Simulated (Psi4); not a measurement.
This Psi4 input (PBE/cc-pVDZ) gives -117.73364 Eh with 72 basis functions.

```
memory 8100 MB

molecule {
0 1
C     1.28821393    0.13704514    0.01192045
C     0.00466619    0.47258385    0.00111358
H     1.60232982   -0.90099925    0.01239769
H     2.07098219    0.88456380    0.02066987
H    -0.26121508    1.52666987    0.00110742
C    -1.13838143   -0.49205935   -0.01137507
H    -0.78875001   -1.52536103   -0.01056700
H    -1.78307485   -0.34713453    0.86039285
H    -1.76726422   -0.34315674   -0.89395457
}

set {
  basis cc-pvdz
  scf_type df
}

energy('pbe')
print_variables()
```

Change:
```diff
- basis cc-pvdz
+ basis 6-311++g(3df,3pd)
```

What does the run give now?

-117.77360 Eh (PBE/6-311++G(3df,3pd), 225 functions), a change of -39.96 mEh.
